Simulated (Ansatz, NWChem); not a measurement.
Heat of formation of CH4MgO (SMILES C[O][MgH]) from total energies

CH4MgO has 7 atoms, charge 0, and is taken as a singlet. As SMILES, `C[O][MgH]`. Geometry: relaxed at PBE0-D4/def2-TZVP.

Total energies at PBE/6-31G (NWChem 7.3.0); the atoms run unrestricted:

| species | state | energy (Eh) |
| --- | --- | --- |
| CH4MgO | singlet | -315.501271 |
| C | triplet | -37.780088 |
| O | triplet | -74.971250 |
| Mg | singlet | -199.928999 |
| H | doublet | -0.497432 |

Harmonic wavenumbers at PBE0-D4/def2-TZVP, in cm⁻¹: 102, 102, 323, 323, 609, 1190, 1190, 1276, 1484, 1494, 1494, 1660, 2967, 3015, 3015.

Measured heats of formation of the gaseous atoms at 298.15 K, in kJ/mol: C 716.9, O 249.2, Mg 147.1, H 218.0. Spin-orbit lowering of the atoms at 298 K (mean of the ground term's levels less their thermal mean, from spectra), in kJ/mol: C 0.02, O 0.40. Take 1 Eh = 2625.50 kJ/mol, 1 cm⁻¹ = 0.0119627 kJ/mol, RT = 2.479 kJ/mol.

Problem. What heat of formation follows?

Solution. 
1. Electronic atomisation energy: (-37.780088) + (-74.971250) + (-199.928999) + 4 × (-0.497432) − (-315.501271) = 0.831206 Eh = 2182.3 kJ/mol.
2. Zero-point energy: half the sum of the wavenumbers, 10122 cm⁻¹ = 121.1 kJ/mol.
3. Thermal vibrational enthalpy, Σ hcν̃/(exp(hcν̃/kT) − 1): 6.5 kJ/mol. Translation, rotation and pV of a non-linear molecule: 4 RT = 9.9 kJ/mol.
4. The 7 free atoms carry 5/2 RT each: 43.4 kJ/mol.
5. Spin-orbit coupling lowers the free atoms by 0.02 + 0.40 = 0.4 kJ/mol.
6. Atomisation enthalpy at 298 K: 2182.3 − 0.4 − 121.1 − 6.5 − 9.9 + 43.4 = 2087.8 kJ/mol.
7. Sum of the atoms' heats of formation: 1985.2 kJ/mol. Heat of formation: 1985.2 − 2087.8 = -102.6 kJ/mol.

No measured value is set beside it here. Anharmonicity and any spin-orbit splitting of the molecule are left out.
